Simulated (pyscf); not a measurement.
Thermochemistry of product channels of HP=PH + water (H₂O) on the singlet surface, in kcal/mol, from ωB97M-D3(BJ)/def2-TZVP energies (ideal gas, 1 atm, RRHO with modes under 100 cm⁻¹ raised to 100, one conformer, R ln 2 for rigid chiral ones). Optimised with ωB97X-D3(BJ)/def2-SVP in PySCF.

```tsv
products	ΔE	ΔH(298 K)	ΔG(600 K)	ΔG(900 K)
HO–PH–PH₂	…	-23.8	-5.1	…
HO–P=PH + hydrogen (H₂)	+2.0	-1.0	+2.3	+3.1
```

Question: Fill in the missing entries.

Answer: 
- HO–PH–PH₂, ΔE: -24.3
- HO–PH–PH₂, ΔG(900 K): +3.8

The channel to HO–PH–PH₂ turns unfavourable between 298 and 1200 K (ΔG from -14.4 kcal/mol to +12.3 kcal/mol).

These are energies of the channels, which say nothing of barriers.
